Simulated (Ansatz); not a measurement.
**C₄H₈O: small, medium and large basis sets**

The task here is to estimate one member of a computed series from the others.

Computed with Ansatz 0.2.0, Gaussian basis. Level: one geometry, several basis sets.

Levels to be run: PBE0-D4/def2-SVP; ωB97M-V/def2-SVP; PBE0-D4/def2-QZVPP; ωB97M-V/def2-QZVPP; the functionals' def2-TZVPP values are taken from earlier runs.

## The geometry

The geometry comes from an earlier relaxation with PBE0-D4 in a triple-zeta def2 set; it is a stationary point, not always the lowest conformer.

SMILES `OC1CCC1`, 13 atoms, charge 0, spin multiplicity 1.

Atoms are counted from 1 here; the program's logs count them from 0.

Bond lengths: O1–C2 1.402 Å, O1–H6 0.960 Å, C2–C3 1.528 Å, C2–C5 1.540 Å, C2–H7 1.099 Å, C3–C4 1.542 Å, C3–H8 1.092 Å, C3–H9 1.091 Å, C4–C5 1.541 Å, C4–H10 1.092 Å, C4–H11 1.090 Å, C5–H12 1.092 Å, C5–H13 1.092 Å. Angles: C2–O1–H6 108.9°, O1–C2–C3 114.7°, O1–C2–C5 119.7°, O1–C2–H7 111.0°, C3–C2–C5 88.7°, C3–C2–H7 110.5°, C5–C2–H7 110.4°, C2–C3–C4 88.0°, C2–C3–H8 109.2°, C2–C3–H9 118.4°, C4–C3–H8 111.1°, C4–C3–H9 119.2°, H8–C3–H9 109.3°, C3–C4–C5 88.2°, C3–C4–H10 111.8°, C3–C4–H11 117.6°, C5–C4–H10 111.8°, C5–C4–H11 117.6° and more.

The first run:

Input file in.yaml:

```yaml
crystal:
  periodic: [false, false, false]
  atoms:
    - {symbol: O, position_ang: [-1.471179, 0.219920, 1.431883]}
    - {symbol: C, position_ang: [-0.232544, 0.248680, 0.775440]}
    - {symbol: C, position_ang: [0.222587, -1.095802, 0.210037]}
    - {symbol: C, position_ang: [0.806758, -0.329678, -0.993464]}
    - {symbol: C, position_ang: [-0.135626, 0.838921, -0.644039]}
    - {symbol: H, position_ang: [-1.652718, 1.091941, 1.791096]}
    - {symbol: H, position_ang: [0.545464, 0.677021, 1.422103]}
    - {symbol: H, position_ang: [-0.653947, -1.678485, -0.082198]}
    - {symbol: H, position_ang: [0.882261, -1.716878, 0.816945]}
    - {symbol: H, position_ang: [1.854585, -0.066539, -0.836593]}
    - {symbol: H, position_ang: [0.705719, -0.783422, -1.979032]}
    - {symbol: H, position_ang: [0.227033, 1.861609, -0.762895]}
    - {symbol: H, position_ang: [-1.098402, 0.732715, -1.149284]}
basis:
  gaussian: {orbitals: def2-SVP}
hamiltonian: {xc: pbe0, dispersion: d4}
output: {orbitals: {seedname: orbitals}}
```

Command:

```sh
$ ansatz run in.yaml --threads 4 --pin off --events-out ev --progress --plain --max-ram 10444MiB
```

Steps of the session up to this table: PBE0-D4 in def2-SVP; ωB97M-V in def2-SVP; PBE0-D4 in def2-QZVPP; ωB97M-V in def2-QZVPP.

One table of the session follows, with a row left open; its other results are not shown here.

It belongs to the step «Functionals by basis». 

```
functional       basis  HOMO (eV)  LUMO (eV)
   PBE0-D4    def2-SVP      -7.38       1.73
   PBE0-D4  def2-TZVPP      -7.55       1.09
   PBE0-D4  def2-QZVPP      -7.60       0.62
   ωB97M-V    def2-SVP          ?          ?
   ωB97M-V  def2-TZVPP      -9.95       2.52
   ωB97M-V  def2-QZVPP      -9.99       1.75
```

Q: Estimate the row for ωB97M-V, def2-SVP from the others.

**Answer.** HOMO (eV): -9.78; LUMO (eV): 3.40. In the column «HOMO (eV)» it lies between ωB97M-V, def2-TZVPP (-9.95) and PBE0-D4, def2-QZVPP (-7.60).
